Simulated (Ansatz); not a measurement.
I need an active-space calculation of C2H4B (charge -1), SMILES [BH3-]C#C. Use Ansatz's Python interface. Settings: Hartree-Fock, cc-pVDZ basis, multiplicity 1.

```csv
atom,x (Å),y (Å),z (Å)
B,-0.9822,-0.0182,-0.0955
C,0.5539,0.0103,0.0539
C,1.7534,0.0325,0.1705
H,-1.3005,-0.9651,-0.7442
H,-1.3466,0.9767,-0.6397
H,-1.4846,-0.0881,0.9822
H,2.8065,0.0519,0.2729
```

`cas.py`
```python
from dataclasses import dataclass

import ansatz as az


@dataclass(frozen=True)
class Settings:
    basis_set: str = "cc-pVDZ"
    net_charge: int = -1


settings = Settings()

geometry_ang = [
    ("B", [-0.9822, -0.0182, -0.0955]),
    ("C", [0.5539, 0.0103, 0.0539]),
    ("C", [1.7534, 0.0325, 0.1705]),
    ("H", [-1.3005, -0.9651, -0.7442]),
    ("H", [-1.3466, 0.9767, -0.6397]),
    ("H", [-1.4846, -0.0881, 0.9822]),
    ("H", [2.8065, 0.0519, 0.2729]),
]
geometry = az.Crystal.molecule()
for symbol, xyz in geometry_ang:
    geometry = geometry.atom(symbol, xyz)

calc = geometry.calculation()
calc = calc.basis(gaussian=settings.basis_set)
calc = calc.charge(settings.net_charge)
calc = calc.correlation(active_electrons=6, active_orbitals=7)
for method in [None]:
    data = (calc if method is None else calc.correlation(method)).run(threads=1, backend="cpu").report
    space = data["configurations"]
    state = space["states"][0]
    print(method or "casscf", f"total {data['free_energy_ev'] / 27.211386246:.6f} Ha, active-space state {state['energy']['hartree']:.6f} Ha, mean field {data['reference_energy_ev'] / 27.211386246:.6f} Ha")
    print("  determinants", state["n_determinants"], " natural occupations", [round(n, 3) for n in space["natural_occupations"]])
```

Output of `python cas.py`:
```text
casscf total -102.783284 Ha, active-space state -102.783284 Ha, mean field -102.684470 Ha
  determinants 1225  natural occupations [1.981, 1.946, 1.946, 0.053, 0.053, 0.017, 0.004]
```

What to keep in mind:
- Total energies depend on the basis set; only differences at equal settings carry meaning.
- The geometry is a force-field or estimated start, not a minimum of this method, and the basis set is short of its limit. The active space starts as a window about the frontier orbitals and is then optimised, not chosen by chemistry.
- Anions want diffuse functions, which this basis lacks.
- Hardware and time: 5 s on 1 thread of Arm Neoverse V2, on a shared host, peak memory 0.19 GiB.
